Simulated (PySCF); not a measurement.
Species: C3H4F2O.
Geometry (GFN2-xTB, Å), atoms numbered from 1 in this order:
```
atom  x, y, z in Å
C1     1.1754    0.3977   -0.8425
C2     0.6732    0.8402    0.2940
O3    -0.4746    0.4182    0.9264
C4    -1.0930   -0.6867    0.4560
F5    -2.0073   -1.0624    1.3587
F6    -1.7739   -0.4445   -0.6933
H7     0.7138   -0.3655   -1.4437
H8     2.0875    0.8209   -1.2188
H9     1.1229    1.6276    0.8794
H10   -0.4153   -1.5409    0.2612
```

The closed-shell ground state was solved at several levels (PySCF, density fitting, gas phase, non-relativistic).

| level | basis functions | total energy (Eh) | HOMO (eV) | LUMO (eV) | gap (eV) | dipole (D) |
| --- | --- | --- | --- | --- | --- | --- |
| CAM-B3LYP/def2-SVPD | 161 | -391.2065 | -9.20 | 1.09 | 10.29 | 2.63 |
| PBE0/pcSseg-1 | 122 | -391.1646 | -7.75 | 0.14 | 7.89 | 2.50 |

Problem. Estimate the row for B3LYP/pcJ-1, a basis of 202 functions; the other rows only guide the guess.

Solution. Total energy -391.6153 Eh, HOMO -7.50 eV, LUMO -0.10 eV, gap 7.40 eV, dipole 2.50 D.

Problem. Over all these levels, which gives the widest orbital gap and which the narrowest?

Solution. CAM-B3LYP/def2-SVPD (range-separated hybrid) has the widest, 10.29 eV, and B3LYP/pcJ-1 (global hybrid, 20 % exact exchange) the narrowest, 7.40 eV. Functional and basis both differ between the two, so the spread mixes both effects.

Problem. How far do the dipole and the HOMO energy spread over the levels?

Solution. The dipole runs from 2.50 to 2.63 D (mean 2.54 D) and the HOMO from -9.20 to -7.50 eV.

One conformer stands for the species.
